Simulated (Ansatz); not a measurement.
```yaml
crystal:
  periodic: [false, false, false]
  atoms:
    - {symbol: Al, position_ang: [0.701765, 1.222625, 0.012746]}
    - {symbol: H, position_ang: [2.289099, 1.240444, 0.033368]}
    - {symbol: H, position_ang: [-0.078931, 2.603773, -0.044365]}
    - {symbol: Si, position_ang: [-0.522581, -0.907337, 0.018856]}
    - {symbol: H, position_ang: [-1.870649, -0.797797, 0.643522]}
    - {symbol: H, position_ang: [0.214912, -1.994435, 0.721667]}
    - {symbol: H, position_ang: [-0.733616, -1.367262, -1.385793]}
basis:
  gaussian: {orbitals: def2-mTZVPP, fitting: {mean_field: def2-universal-jkfit}}
hamiltonian: {xc: {name: B3LYP}}
scf: {omitted_lower_state_checks: [starts]}
output: {forces: true}
```

```sh
$ ansatz run in.yaml --threads 4 --pin off --events-out ev --progress --plain --max-ram 3916MiB
```

Output, abridged:

```
Functional definition: B3LYP
346 factors; integrals over basis functions are off by at most 3.9e-1 eV
mean field evaluation 1: about -14556.0263 eV, gradient 1.3e1 eV
mean field evaluation 2: about -14556.5382 eV, gradient 7.8e0 eV
mean field evaluation 4: about -14556.7349 eV, gradient 1.1e-1 eV
mean field evaluation 8: about -14556.7351 eV, gradient 1.0e-2 eV
mean field -14556.73507896 eV, -534.9501472424 hartree, gradient 3.9e-5 eV, S^2 0.000000; 0 other end points of the search recorded, 0 dependent functions left out
reference -14556.73536013 eV, -534.9501575751 hartree; 16, 16 occupied and 58, 58 virtual orbitals, 346 factors
Total energy: -14556.73536013 eV, -534.9501575751 hartree
Atom 0 at     0.701765     1.222625     0.012746 Å, force     0.043748     0.075195     0.000186 eV/Å
Atom 1 at     2.289099     1.240444     0.033368 Å, force    -0.051112     0.014265    -0.000485 eV/Å
Atom 2 at    -0.078931     2.603773    -0.044365 Å, force     0.037400    -0.037351     0.002498 eV/Å
Atom 3 at    -0.522581    -0.907337     0.018856 Å, force    -0.062181    -0.109688    -0.010373 eV/Å
Atom 4 at    -1.870649    -0.797797     0.643522 Å, force     0.064597    -0.009239    -0.024382 eV/Å
Atom 5 at     0.214912    -1.994435     0.721667 Å, force    -0.039528     0.050138    -0.028161 eV/Å
Atom 6 at    -0.733616    -1.367262    -1.385793 Å, force     0.007075     0.016681     0.060716 eV/Å
Dipole moment:     0.036283     0.064628     0.013042 e Å
Checks for a lower state left out: starts
```

Hardware: 4 threads of AMD EPYC 9B14 on a shared host. Wall time 0.5 s.

B3LYP takes the VWN-RPA correlation.
